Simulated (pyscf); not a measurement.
`[SiH3][AsH2]` + `[AlH3]` -> `[AlH2][AsH2]` + `[SiH4]` (four-centre exchange; singlet surface; As–Si, Al–H broken, Al–As, H–Si formed). Structures and frequencies: ωB97X-D3(BJ)/def2-SVP in PySCF. Energies in kcal/mol from the separated reactants.

```csv
level,barrier,reaction energy
ωB97X-D3(BJ)/def2-TZVP,6.3,-8.1
PBE/def2-TZVP,8.9,-8.7
r²SCAN/def2-TZVP,8.8,-8.9
B3LYP-D3(BJ)/def2-TZVP,12.2,-8.0
PBE0-D3(BJ)/def2-TZVP,7.4,-8.4
HF/def2-TZVP,26.0,-8.7
```

The functionals in the table span 5.9 kcal/mol in this barrier, from ωB97X-D3(BJ) to B3LYP-D3(BJ). On the reactant side the descent ends in an adduct with a Al–As contact, 19.2 kcal/mol under the separated species and 25.5 kcal/mol under the saddle at ωB97X-D3(BJ)/def2-TZVP. On the product side the descent ends in a bound adduct (not fully relaxed), 8.1 kcal/mol under the separated species and 22.5 kcal/mol under the saddle at ωB97X-D3(BJ)/def2-TZVP. What is counted as formed (Al–As) is already present as a longer contact in the reactant adduct; forming that adduct is a step of its own. This is the saddle that the search found; another between the same sides may lie lower. Elements up to Kr have no core potential and no relativistic terms here.
